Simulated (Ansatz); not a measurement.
# CH5BN: the cost of one run

All numbers below are computed with Ansatz 0.2.0 (UKS PBE0/def2-SVP).

## Step 1: The structure to begin with

Bond lengths: C1–B2 1.615 Å, B2–N3 1.306 Å, C1–H4 1.084 Å, C1–H5 1.086 Å, C1–H6 1.086 Å, B2–H7 1.189 Å, N3–H8 0.994 Å. Angles: C1–B2–N3 125.5°, C1–B2–H7 113.2°, N3–B2–H7 121.3°, B2–C1–H4 110.4°, B2–C1–H5 110.2°, B2–C1–H6 110.0°, H4–C1–H5 109.0°, H4–C1–H6 109.0°, H5–C1–H6 108.1°, B2–N3–H8 152.8°.

Structure file:

```xyz
8

C    -0.5870    0.7891   -0.3435
B     0.5289   -0.2358    0.2155
N     0.3538   -1.5159    0.4075
H    -1.5059    0.2608   -0.5705
H    -0.2291    1.2794   -1.2438
H    -0.7935    1.5544    0.3990
H     1.5694    0.2874    0.4528
H     0.6636   -2.4194    0.6830
```

## Step 2: End point A

File input.yaml:

```yaml
crystal:
  periodic: [false, false, false]
  atoms:
    - { symbol: C, position_ang: [-0.58704, 0.78912, -0.34347] }
    - { symbol: B, position_ang: [0.52886, -0.23579, 0.2155] }
    - { symbol: "N", position_ang: [0.35379, -1.51592, 0.40753] }
    - { symbol: H, position_ang: [-1.50592, 0.26078, -0.57046] }
    - { symbol: H, position_ang: [-0.22914, 1.2794, -1.24381] }
    - { symbol: H, position_ang: [-0.79355, 1.55441, 0.39896] }
    - { symbol: H, position_ang: [1.56943, 0.28738, 0.45279] }
    - { symbol: H, position_ang: [0.66357, -2.41938, 0.68296] }
magnetization:
  spin_polarized: true
  initial_magnetization: 1
basis:
  gaussian: { orbitals: def2-SVP }
hamiltonian:
  xc: pbe0
relax:
  f_tol: 0.015
  max_steps: 40
```

Run with:

```console
$ ansatz run input.yaml --threads 1 --pin off --max-ram 2048MiB --backend cpu --events-out ev --progress --plain --runs-dir out
```

**Question.** How long does this run take on 1 thread of Intel Xeon Platinum 8259CL at 2.50GHz (Skylake/Cascade Lake), shared host, and how much memory does it need?

About 22 s, with a peak of 0.16 GiB.
